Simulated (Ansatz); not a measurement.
C2H5NO can be A, `CC(N)=O`, or B, `C=NCO`.

Gas-phase electronic energies from Ansatz, PBE0-D4/def2-TZVP geometries. CCSD(T)/CBS is the MP2 limit (def2-TZVPP, def2-QZVPP) plus CCSD(T) − MP2 in def2-TZVPP, frozen cores. DFT in def2-TZVPP. B3LYP here is the variant with VWN-RPA as its local correlation; programs differ in this. One conformer a species, not always the lowest.

(1) Which is lower in electronic energy at CCSD(T)/CBS, and by how much? (Best estimate.)

(2) Give E(B) − E(A) in kJ/mol with r2SCAN-D4, B2PLYP, CCSD/def2-TZVPP, HF/def2-TZVPP, B3LYP-D4, B3LYP, CCSD(T)/def2-SVP. (Best estimate.)

(3) Does the order hold for the free energy at 298.15 K (harmonic terms from PBE0-D4)? (Best estimate.)

Largest T1 diagnostic: 0.014.

Answers

(1) Ansatz gave: A, by 151.0 kJ/mol.

(2) Computed: r2SCAN-D4 172.0, B2PLYP 160.0, CCSD/def2-TZVPP 148.8, HF/def2-TZVPP 158.5, B3LYP-D4 161.0, B3LYP 160.5, CCSD(T)/def2-SVP 155.2. None reverses the order clearly.

(3) Computed: Yes: G(B) − G(A) = +155.2 kJ/mol, for one conformer each. Modes under 60 cm⁻¹, often nearly free rotors, make the harmonic entropy too high.

At CCSD(T), def2-SVP lies +4.2 kJ/mol from the extrapolated value and def2-TZVPP −2.3 kJ/mol. From BLYP to BHLYP (50 % exact exchange), in def2-TZVPP and without D4, E(B) − E(A) moves by +3.6 kJ/mol.
